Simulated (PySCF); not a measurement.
Reaction (SMILES): O (H2O) + H+ → [OH3+]
B3LYP-D3(BJ)/def2-TZVP geometries, fixed; electronic energies without zero-point terms; positive where energy is released.
Largest species:
```xyz
4

O      0.0646     0.0016     0.0270
H      0.0018     0.8028    -0.5358
H      0.0191    -0.8364    -0.4814
H     -0.5378     0.0209     0.8012
```
Charge +1, spin multiplicity 1.

Basis-set convergence of the proton affinity at B3LYP with PySCF. All functions are spherical. Density fitting with generated auxiliary sets. No added dispersion term, no relativity. Functions are those of the species that has most. Reference: the value in aug-pcseg-3, 171.14 kcal/mol, itself unsure by roughly 0.15 kcal/mol (its mean distance from aug-cc-pVQZ, cc-pV5Z, def2-QZVPPD). Deviations are taken from unrounded values.

```
basis        functions  proton affinity (kcal/mol)  minus reference (kcal/mol)
-----------  ---------  --------------------------  --------------------------
def2-SVP            29                      179.00                        7.86
pcseg-1             29                      171.64                        0.50
def2-SVPD           47                      169.97                       -1.17
aug-cc-pVDZ         50                      169.47                       -1.67
def2-TZVPP          73                      172.60                        1.46
aug-pcseg-2        115                      171.00                       -0.14
cc-pVQZ            145                      172.57                        1.43
pcseg-3            159                      171.20                        0.05
aug-cc-pVQZ        218                      171.09                       -0.06
```
